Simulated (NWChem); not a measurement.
System: thiophene (C$_{4}$H$_{4}$S); SMILES c1ccsc1

Parts of the log:

```
             Northwest Computational Chemistry Package (NWChem) 7.3.0
             --------------------------------------------------------

 C2V symmetry detected

                             Geometry "geometry" -> ""
                             -------------------------

 Output coordinates in angstroms (scale by  1.889725989 to convert to a.u.)

  No.       Tag          Charge          X              Y              Z
 ---- ---------------- ---------- -------------- -------------- --------------
    1 C                    6.0000     0.00000000     0.71201200    -1.26949150
    2 C                    6.0000     0.00000000    -0.71201200    -1.26949150
    3 C                    6.0000     0.00000000    -1.23507800    -0.00304450
    4 S                   16.0000     0.00000000     0.00000000     1.18919350
    5 C                    6.0000     0.00000000     1.23507800    -0.00304450
    6 H                    1.0000     0.00000000     1.32535700    -2.17176250
    7 H                    1.0000     0.00000000    -1.32535700    -2.17176250
    8 H                    1.0000     0.00000000    -2.28328900     0.29343050
    9 H                    1.0000     0.00000000     2.28328900     0.29343050

 Effective nuclear repulsion energy (a.u.)     202.5894543646

      Symmetry information
      --------------------

 Group name             C2v
 Group number             16
 Group order               4
 No. of unique centers     5

                                Z-matrix (autoz)
                                --------

 Units are Angstrom for bonds and degrees for angles

[...]

      ----------------------
      Optimization converged
      ----------------------

  Step       Energy      Delta E   Gmax     Grms     Xrms     Xmax
  ---- ---------------- -------- -------- -------- -------- --------
@    3    -552.40072895 -6.9D-07  0.00015  0.00003  0.00052  0.00117
                                     ok       ok       ok       ok

                                Z-matrix (autoz)
                                --------

 Units are Angstrom for bonds and degrees for angles

[...]

 Rotational Constants
 --------------------
 A=   0.264518 cm-1  (  0.380574 K)
 B=   0.177391 cm-1  (  0.255220 K)
 C=   0.106183 cm-1  (  0.152770 K)

 Temperature                      =   298.15K
 frequency scaling parameter      =   1.0000

 Zero-Point correction to Energy  =   40.687 kcal/mol  (  0.064839 au)
 Thermal correction to Energy     =   43.298 kcal/mol  (  0.069000 au)
 Thermal correction to Enthalpy   =   43.890 kcal/mol  (  0.069944 au)

 Total Entropy                    =   66.754 cal/mol-K
   - Translational                =   39.181 cal/mol-K (mol. weight =  84.0034)
   - Rotational                   =   23.897 cal/mol-K (symmetry #  =        2)
   - Vibrational                  =    3.676 cal/mol-K

 Cv (constant volume heat capacity) =   15.687 cal/mol-K
   - Translational                  =    2.979 cal/mol-K
   - Rotational                     =    2.979 cal/mol-K
   - Vibrational                    =    9.728 cal/mol-K

[normal modes left out]

 ----------------------------------------------------------------------------
 Normal Eigenvalue ||           Projected Infra Red Intensities
  Mode   [cm**-1]  || [atomic units] [(debye/angs)**2] [(KM/mol)] [arbitrary]
 ------ ---------- || -------------- ----------------- ---------- -----------
    1       -0.000 ||    0.000003           0.000         0.003       0.005
    2       -0.000 ||    0.000001           0.000         0.001       0.002
    3       -0.000 ||    0.000030           0.001         0.030       0.048
    4       -0.000 ||    0.000031           0.001         0.030       0.049
    5        0.000 ||    0.000015           0.000         0.014       0.023
    6        0.000 ||    0.000019           0.000         0.019       0.031
    7      451.158 ||    0.001297           0.030         1.264       2.052
    8      565.107 ||    0.000000           0.000         0.000       0.000
    9      601.767 ||    0.000118           0.003         0.115       0.186
   10      656.260 ||    0.000000           0.000         0.000       0.000
   11      698.930 ||    0.112101           2.586       109.282     177.338
   12      739.675 ||    0.000474           0.011         0.462       0.750
   13      831.129 ||    0.019635           0.453        19.141      31.061
   14      843.966 ||    0.000185           0.004         0.181       0.293
   15      849.191 ||    0.001521           0.035         1.483       2.406
   16      892.022 ||    0.000000           0.000         0.000       0.000
   17     1034.237 ||    0.003744           0.086         3.650       5.923
   18     1049.093 ||    0.003611           0.083         3.520       5.712
   19     1052.964 ||    0.005689           0.131         5.546       9.000
   20     1216.592 ||    0.009046           0.209         8.819      14.310
   21     1352.549 ||    0.000005           0.000         0.005       0.007
   22     1440.863 ||    0.007054           0.163         6.877      11.159
   23     1518.047 ||    0.000016           0.000         0.015       0.025
   24     3144.189 ||    0.002885           0.067         2.812       4.564
   25     3157.049 ||    0.001698           0.039         1.655       2.686
   26     3188.743 ||    0.000665           0.015         0.648       1.052
   27     3191.072 ||    0.000832           0.019         0.811       1.316
 ----------------------------------------------------------------------------
```

Level: PBE/def2-SVP. 

Question: Write an input that gives this output.

Answer: Several could match; the one computed here: the input that was run:
```
start job
memory heap 200 mb stack 900 mb global 1100 mb
geometry units angstroms
  C      0.000000     0.712012    -1.269433
  C      0.000000    -0.712012    -1.269433
  C      0.000000    -1.235078    -0.002986
  S      0.000000     0.000000     1.189252
  C      0.000000     1.235078    -0.002986
  H      0.000000     1.325357    -2.171704
  H      0.000000    -1.325357    -2.171704
  H      0.000000    -2.283289     0.293489
  H      0.000000     2.283289     0.293489
end
basis spherical
  * library def2-svp
end
dft
  xc xpbe96 cpbe96
  iterations 150
end
driver
  maxiter 120
end
task dft optimize
task dft freq
```
